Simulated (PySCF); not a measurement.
# Al: ionisation energy

Al [Ne] 3s2 3p1 (2P) → Al⁺ [Ne] 3s2 (1S), as a difference of total energies. All numbers are calculated (PySCF 2.14, the spin-free X2C one-electron Hamiltonian (Gaussian nucleus), in cc-pVDZ-DK (4s3p1d, 18 functions)). Correlated levels: valence: [Ne] frozen. The calculations carry no spin-orbit coupling.

Problem. Order these methods by the ionisation energy they give, lowest first.
A. M06-2X
B. UHF
C. CCSD (valence)
D. SCS-MP2 (valence)

Solution. B (5.574 eV), D (5.706 eV), A (5.737 eV), C (5.808 eV).

Errors of the correlated levels include the incompleteness of this basis and the frozen core.

For comparison: 5.977 eV (measured; NIST levels, between the centres of gravity of the two terms).
